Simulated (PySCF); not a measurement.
# Dipole moment and polarisability of acetyl chloride

Compound: acetyl chloride, C2H3ClO.
Geometry (GFN2-xTB, Å), atoms numbered from 1 in this order:
```xyz
7
C2H3ClO angstrom
C     -0.6808   -0.0643    0.0657
C      0.7467    0.3060   -0.1161
O      1.2168    1.3720   -0.3189
Cl     1.8080   -1.1143    0.0064
H     -1.3019    0.8240   -0.0204
H     -0.8165   -0.5232    1.0428
H     -0.9690   -0.7953   -0.6865
```

Level: CAM-B3LYP/def2-SVPD (PySCF), static field, nuclei fixed, core orbitals frozen in the response. The polarisability tensor in these axes (au):

```
x   46.13 -4.40 -0.53
y   -4.40 49.10 -2.13
z   -0.53 -2.13 32.91
```

Question: Diagonalise the tensor; give its mean and Δα, where Δα² is half the sum of the squared differences of the eigenvalues.

Answer: Principal values 32.54, 43.24 and 52.37 au; mean 42.72 au = 6.33 Å³ = 7.04 × 10⁻⁴⁰ C²·m²/J; Δα = 17.19 au (40 % of the mean).

Question: What is the dipole moment, and where does it point?

Answer: (-2.65, -1.06, 0.39) D, 2.88 D in size, pointing from the negative to the positive side. Measured along this direction, the outermost atoms are O3 at the negative end and H7 and H6 at the positive end.

Question: What molar refraction does this α imply?

Answer: Lorentz–Lorenz: R = (4π/3)N_A α = 2.5225 cm³/(mol·Å³) × 6.33 Å³ = 16.0 cm³/mol, in the limit of long wavelengths.

Question: What depolarisation ratio follows for Rayleigh scattering of linearly polarised light, taking the static tensor?

Answer: ρ = 3Δα²/(45ᾱ² + 4Δα²) = 886.1/(82110 + 1181.5) = 0.0106.

Question: How large is μ²/3kT at 400 K beside α?

Answer: In Gaussian units μ²/3kT = 50.09 Å³ against 6.33 Å³, a ratio of 7.91; the Debye molar polarisation (4π/3)N_A(α + μ²/3kT) is 142.3 cm³/mol, leaving out the vibrational part.

Question: In TDDFT the mean static polarisability is Σ f/ω² over all singlet excitations (ω in hartree). How much of it do the 8 lowest give? Their energies (eV) and oscillator strengths: 5.19, 0.0001; 6.74, 0.0001; 7.12, 0.0147; 8.03, 0.0429; 8.20, 0.0008; 8.28, 0.0404; 8.70, 0.3121; 8.94, 0.0324.

Answer: They add up to 4.51 au, 10.6 % of the 42.72 au; the largest single term is 3.06 au, from the state at 8.70 eV. Terms in order: 0.00, 0.00, 0.21, 0.49, 0.01, 0.44, 3.06, 0.30 au. Higher excitations give the rest. The strengths listed sum to 0.444.

Isolated species at its GFN2-xTB geometry, gas phase.
